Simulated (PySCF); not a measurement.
Molecule: hexane, C₆H₁₄.

Molfile (atoms numbered from 1):
```
C6H14
     RDKit          3D

 20 19  0  0  0  0  0  0  0  0999 V2000
   -3.1847   -0.2750    0.1771 C   0  0  0  0  0  0  0  0  0  0  0  0
   -1.8355    0.3662    0.4597 C   0  0  0  0  0  0  0  0  0  0  0  0
   -0.6776   -0.3170   -0.2550 C   0  0  0  0  0  0  0  0  0  0  0  0
    0.6776    0.3170    0.0224 C   0  0  0  0  0  0  0  0  0  0  0  0
    1.8355   -0.3662   -0.6922 C   0  0  0  0  0  0  0  0  0  0  0  0
    3.1847    0.2750   -0.4096 C   0  0  0  0  0  0  0  0  0  0  0  0
   -4.0004    0.2406    0.7063 H   0  0  0  0  0  0  0  0  0  0  0  0
   -3.1989   -1.3309    0.4922 H   0  0  0  0  0  0  0  0  0  0  0  0
   -3.4199   -0.2523   -0.8993 H   0  0  0  0  0  0  0  0  0  0  0  0
   -1.8622    1.4313    0.1681 H   0  0  0  0  0  0  0  0  0  0  0  0
   -1.6423    0.3612    1.5473 H   0  0  0  0  0  0  0  0  0  0  0  0
   -0.6486   -1.3834    0.0354 H   0  0  0  0  0  0  0  0  0  0  0  0
   -0.8676   -0.3117   -1.3442 H   0  0  0  0  0  0  0  0  0  0  0  0
    0.8676    0.3117    1.1116 H   0  0  0  0  0  0  0  0  0  0  0  0
    0.6486    1.3834   -0.2679 H   0  0  0  0  0  0  0  0  0  0  0  0
    1.8622   -1.4313   -0.4006 H   0  0  0  0  0  0  0  0  0  0  0  0
    1.6423   -0.3612   -1.7798 H   0  0  0  0  0  0  0  0  0  0  0  0
    3.1989    1.3309   -0.7248 H   0  0  0  0  0  0  0  0  0  0  0  0
    4.0004   -0.2406   -0.9389 H   0  0  0  0  0  0  0  0  0  0  0  0
    3.4199    0.2523    0.6668 H   0  0  0  0  0  0  0  0  0  0  0  0
  1  2  1  0
  2  3  1  0
  3  4  1  0
  4  5  1  0
  5  6  1  0
  1  7  1  0
  1  8  1  0
  1  9  1  0
  2 10  1  0
  2 11  1  0
  3 12  1  0
  3 13  1  0
  4 14  1  0
  4 15  1  0
  5 16  1  0
  5 17  1  0
  6 18  1  0
  6 19  1  0
  6 20  1  0
M  END
```

Geometry PBE0-D3(BJ)/def2-SVP throughout; GIAO in PySCF 2.14.0 with density-fitted response routines, gas phase, one conformer, non-relativistic; equivalent atoms averaged; functional PBE0.

(1) How do the shifts δ (against TMS at the same level) depend on the basis set? (ppm; last column core-seconds on shared hosts with different chips, so compare them loosely)

(2) Which nucleus moves most, in ppm?

(3) Taking the largest basis, def2-TZVP (270 functions), as the yardstick, rank the others by their worst heavy-atom deviation.

Answers

(1) 
```csv
basis set,functions,C3/C4,C2/C5,C1/C6,H10/H11/H16/H17,H7/H8/H9/H18/H19/H20,H12/H13/H14/H15,core-s
STO-3G,44,29.9,26.7,20.3,0.75,0.72,0.69,3.4
6-31G,82,34.4,25.4,16.7,1.48,1.11,1.45,6.9
pcSseg-0,82,35.7,25.8,18.2,1.18,1.09,1.06,13
6-31G*,112,33.5,25.0,16.2,1.42,0.99,1.35,9.5
def2-SVP,154,34.8,25.5,15.9,1.12,0.84,1.03,13
cc-pVDZ,154,37.0,28.0,17.1,1.21,0.90,1.10,30
pcSseg-1,172,36.7,27.2,16.8,1.19,1.00,1.06,19
"6-311+G(2d,p)",246,36.6,27.2,15.7,1.28,0.92,1.15,28
aug-cc-pVDZ,264,36.6,27.7,15.9,1.33,1.01,1.21,69
def2-TZVP,270,37.6,28.1,16.6,1.30,0.93,1.19,34
```

(2) C3/C4 (sp3 CH2): from 29.9 ppm with STO-3G to 37.6 ppm with def2-TZVP. The smallest spread is 0.39 ppm, at H7/H8/H9/H18/H19/H20. Proton shifts span only some 12 ppm, so a few tenths of a ppm matter as much there as several ppm in carbon.

(3) cc-pVDZ 0.7 ppm (154 functions), pcSseg-1 1.0 ppm (172 functions), aug-cc-pVDZ 1.0 ppm (264 functions), 6-311+G(2d,p) 1.0 ppm (246 functions), pcSseg-0 2.3 ppm (82 functions), def2-SVP 2.8 ppm (154 functions), 6-31G 3.3 ppm (82 functions), 6-31G* 4.2 ppm (112 functions), STO-3G 7.8 ppm (44 functions).

A small basis that lands close on one nucleus may do so by chance; judge by the trend and by all nuclei.
